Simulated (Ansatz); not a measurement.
## A reaction path, image by image

Si$_{2}$H$_{5}$Cl, closed shell, from a complex of SiHCl ([SiH][Cl]) + SiH₄ to Si₂H₅Cl ([SiH3][H][SiH][Cl]); PBE0-D4/def2-SVP (Ansatz 0.2.0). Settings:

```yaml
hamiltonian: {xc: pbe0, dispersion: d4}
neb:
  images: 5
  climbing: true
  max_iterations: 40
  initial_path: idpp
```

First end:

```
8
angstrom
Si -1.2387 -0.9920 -1.0020
Cl -1.3078 0.7521 -2.1928
H 0.4314 -0.8394 -0.5675
Si 0.7495 0.1687 0.6227
H -1.5168 -0.3025 0.3446
H 0.1902 1.5296 0.5149
H 2.2168 0.2066 0.3787
H 0.4755 -0.5230 1.9014
```

Second end:

```
8
angstrom
Si -1.0157 -1.1315 -1.1009
Cl -0.2800 0.1099 -2.6440
H 0.3478 -1.4705 -0.4748
Si 0.2830 0.4607 0.8279
H -1.0905 0.1128 0.1019
H -0.2077 1.7215 1.4468
H 1.4423 0.7475 -0.0380
H 0.5209 -0.5504 1.8811
```

The ends were relaxed with PBE0-D4 in triple zeta, so they are not quite minima here (largest force components 0.15 and 0.14 eV/Å).

Energies along the converged band: It took 9 iterations. Path lengths are measured after rigid turns and shifts between images are taken out.
```
       image  path length (Å)  energy (kJ/mol)
           0             0.00              0.0
           1             0.40              0.6
           2             0.81              3.5
3 (climbing)             1.21              4.6
           4             1.61              3.5
           5             2.02              0.6
           6             2.42              0.0
```
Energies count from the first end.

The images between the ends:
Image 1:
```xyz
8
angstrom
Si -1.2152 -0.9932 -1.0247
Cl -1.0261 0.7581 -2.2241
H 0.3923 -0.9697 -0.4663
Si 0.6864 0.1817 0.6309
H -1.5583 -0.2964 0.3129
H 0.0485 1.5194 0.5739
H 2.1266 0.3044 0.2527
H 0.5460 -0.5041 1.9444
```

Image 2:
```xyz
8
angstrom
Si -1.1522 -1.0106 -1.0043
Cl -0.8160 0.6932 -2.2553
H 0.3889 -1.0927 -0.4602
Si 0.5536 0.2110 0.6227
H -1.4317 -0.2298 0.3180
H -0.0343 1.5758 0.7052
H 1.9640 0.3629 0.1459
H 0.5278 -0.5098 1.9278
```

Image 3:
```xyz
8
angstrom
Si -1.1022 -1.0371 -1.0079
Cl -0.6352 0.6086 -2.3006
H 0.3758 -1.2255 -0.4542
Si 0.4462 0.2582 0.6387
H -1.3176 -0.1547 0.2967
H -0.0931 1.6315 0.8772
H 1.8027 0.4332 0.0362
H 0.5235 -0.5142 1.9137
```

Image 4:
```xyz
8
angstrom
Si -1.0667 -1.0649 -1.0425
Cl -0.4970 0.4915 -2.3968
H 0.3569 -1.3614 -0.4759
Si 0.3727 0.3257 0.7033
H -1.2188 -0.0760 0.2530
H -0.1285 1.6860 1.0746
H 1.6477 0.5123 -0.0412
H 0.5338 -0.5132 1.9254
```

Image 5:
```xyz
8
angstrom
Si -1.0484 -1.0988 -1.0994
Cl -0.3751 0.3463 -2.5135
H 0.3330 -1.4937 -0.5267
Si 0.3204 0.4136 0.7939
H -1.1254 -0.0097 0.2072
H -0.1567 1.7482 1.2665
H 1.5089 0.5960 -0.0743
H 0.5433 -0.5017 1.9463
```

The band counts as converged below 0.05 eV/Å. The run took about 97 s on 2 CPU threads of an Arm Neoverse V1 (shared host).
